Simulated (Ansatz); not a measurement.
**Si2PH (singlet): the correlation ladder at a displaced geometry (v1), cc-pVDZ**

An exercise on one series of results from a longer session: the logs are not shown, and one member is left open.

Method: cc-pVDZ, core rule «outside noble gas», up to 15 orbitals frozen; program: Ansatz 0.2.0, Gaussian basis.

The runs, in order: UHF; CCSD(T) on RHF; CCSD(T) on UHF; BCCD(T) on RHF; CISD; CCSDT(Q) on RHF; CCSDT(Q) on UHF; CASSCF and MRCISD+Q, 8 electrons in 8 orbitals; CASSCF and NEVPT4(SD), 8 electrons in 8 orbitals; CASSCF and NEVPT2, 8 electrons in 8 orbitals.

18 further runs of the same task are left out: 7 that didn't finish, 11 set aside as unsound or not needed.

## The system

The geometry is a PBE0/def2-TZVP stationary point (not a proven minimum) with its atoms shifted at random (size 0.040 Å).

4 atoms, charge 0, spin multiplicity 1.

Atoms are counted from 1 here; the program's logs count them from 0.

Bond lengths: Si1–P2 2.152 Å, P2–Si3 2.189 Å, P2–H4 1.448 Å. Angles: Si1–P2–Si3 165.5°, Si1–P2–H4 83.8°, Si3–P2–H4 81.8°.

Geometry (Å):

```
Si   -0.0141    0.0608    2.1470
P    -0.0149   -0.1904    0.0102
Si    0.0330    0.1040   -2.1581
H    -0.0697    1.2565   -0.0026
```

The first run:

in.yaml

```yaml
crystal:
  periodic: [false, false, false]
  atoms:
    - {symbol: Si, position_ang: [-0.014087, 0.060839, 2.146986]}
    - {symbol: P, position_ang: [-0.014920, -0.190363, 0.010170]}
    - {symbol: Si, position_ang: [0.033044, 0.104007, -2.158107]}
    - {symbol: H, position_ang: [-0.069734, 1.256496, -0.002641]}
basis:
  gaussian: {orbitals: cc-pVDZ}
magnetization: {spin_polarized: true, initial_magnetization: 0}
hamiltonian: {xc: hf}
output: {orbitals: {seedname: orbitals}}
```

The run is started by

```sh
ansatz run in.yaml --threads 1 --pin off --events-out ev --progress --plain --max-ram 2393MiB
```

Among the steps run: UHF; CCSD(T) on RHF; CCSD(T) on UHF; BCCD(T) on RHF; CISD; CCSDT(Q) on RHF; CCSDT(Q) on UHF; CASSCF and MRCISD+Q, 8 electrons in 8 orbitals; CASSCF and NEVPT4(SD), 8 electrons in 8 orbitals; CASSCF and NEVPT2, 8 electrons in 8 orbitals.

One of the session's tables, all rows but one given; the rest of the session is left out.

| method | from RCCSDT(Q) (meV) |
| --- | --- |
| RMP2 | +1589.1 |
| UMP2 | +1940.8 |
| CISD | +2428.0 |
| RCCSD | +941.9 |
| UCCSD | +722.7 |
| RCCSD(T) | +140.9 |
| UCCSD(T) | +136.1 |
| BCCD(T) | +136.9 |
| RCCSDT | ? |
| UCCSDT | +3.3 |
| RCCSDT(Q) | 0 |
| UCCSDT(Q) | -129.0 |
| CASSCF frontier | +7538.4 |
| NEVPT2 frontier | +1809.3 |
| NEVPT4(SD) frontier | +377.6 |
| MRCISD frontier | +1185.8 |
| MRCISD+Q frontier | +200.5 |

**Question.** Estimate the row for RCCSDT.

As computed: from RCCSDT(Q) (meV): +146.9. In the column «from RCCSDT(Q) (meV)» it lies between RCCSD(T) (+140.9) and MRCISD+Q frontier (+200.5).

Left out of the table: RHF, UHF (another determinant or state than the rows shown).

Caveats from the session: The determinant is far from a pure spin state, so its energy mixes those of several spin states (harmless only where they are near-degenerate, as at dissociation). The report flags that the cluster equations may have other roots. The program flags RCCSD(T), UCCSD(T), BCCD(T), RCCSDT(Q), UCCSDT(Q) as in doubt, so the zero of the table is itself unsure. Warnings: restricted reference is unstable; spin contamination; coupled cluster took another determinant than the lowest; large T1 diagnostic. Restricted and unrestricted rows rest on different reference determinants; where their highest levels disagree by more than a few hundredths of an eV, they describe different states and don't form one ladder.
